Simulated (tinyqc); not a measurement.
Inside a calculation. Method: LCCD on RHF in the sto-3g basis, frozen core, for H2O, spin multiplicity 1. One step of it, computed by the program tinyqc.

Problem. LCCD: starting amplitudes. t_ij^ab = <ij||ab> / (e_i + e_j - e_a - e_b), whose energy is MP2.

orbital energies (hartree): MO1 -20.262723, MO2 -1.234023, MO3 -0.561103, MO4 -0.458019, MO5 -0.392286, MO6 0.531741, MO7 0.622500

Two-electron integrals over orbitals (pq|rs), unique and non-zero (hartree); the lowest 1 orbital is frozen and left out:
```
(22|22) 0.725020    (32|32) 0.135631    (33|22) 0.630161    (33|33) 0.611673
(42|22) -0.013280   (42|33) 0.004437    (42|42) 0.127830    (43|32) 0.023718
(43|43) 0.053121    (44|22) 0.662432    (44|33) 0.578981    (44|42) -0.097360
(44|44) 0.724079    (52|52) 0.147550    (53|53) 0.027620    (54|52) -0.047057
(54|54) 0.051800    (55|22) 0.750608    (55|33) 0.615349    (55|42) -0.079213
(55|44) 0.701087    (55|55) 0.880159    (62|22) 0.137501    (62|33) 0.073110
(62|42) 0.026565    (62|44) 0.068312    (62|55) 0.147773    (62|62) 0.098753
(63|32) -0.033619   (63|43) -0.032920   (63|63) 0.068868    (64|22) 0.114217
(64|33) 0.048536    (64|42) -0.050042   (64|44) 0.131085    (64|55) 0.139965
(64|62) 0.058844    (64|64) 0.090688    (65|52) 0.053282    (65|54) 0.003015
(65|65) 0.036011    (66|22) 0.608691    (66|33) 0.562044    (66|42) 0.049876
(66|44) 0.551544    (66|55) 0.588919    (66|62) 0.098146    (66|64) 0.051202
(66|66) 0.595065    (72|32) 0.047831    (72|43) -0.034234   (72|63) 0.032834
(72|72) 0.064909    (73|22) 0.150427    (73|33) 0.089293    (73|42) -0.081777
(73|44) 0.144268    (73|55) 0.196409    (73|62) 0.070865    (73|64) 0.096271
(73|66) 0.042911    (73|73) 0.159151    (74|32) -0.076723   (74|43) -0.008561
(74|63) 0.049709    (74|72) -0.016009   (74|74) 0.072608    (75|53) 0.023729
(75|75) 0.024207    (76|32) 0.088438    (76|43) 0.056707    (76|63) -0.060816
(76|72) -0.008653   (76|74) -0.060559   (76|76) 0.110692    (77|22) 0.611292
(77|33) 0.593384    (77|42) -0.014148   (77|44) 0.585285    (77|55) 0.609927
(77|62) 0.062855    (77|64) 0.045468    (77|66) 0.559203    (77|73) 0.087679
(77|77) 0.601454
```

Give: Starting amplitudes; correlation energy.

Solution.

Starting amplitudes (spin orbitals 1a, 1b, ...; amplitudes related by a flip of all spins are not repeated):
```
from      to        t
3a 3b  7a 7b  -0.0672
4a 4b  6a 6b  -0.0458
3a 4b  6b 7a   0.0443
4a 4b  7a 7b  -0.0336
3a 3b  6a 6b  -0.0315
2a 2b  6a 6b  -0.0280
2a 3b  6a 7b  -0.0240
3a 4b  6a 7b  -0.0229
3a 4a  6a 7a   0.0214
2a 4b  6a 6b  -0.0214
5a 5b  6a 6b  -0.0195
2a 2b  7a 7b  -0.0175
2a 3a  6a 7a  -0.0129
5a 5b  7a 7b  -0.0119
2a 3b  6b 7a   0.0111
2a 4b  7a 7b   0.0055
```

correlation energy = -0.044953 hartree
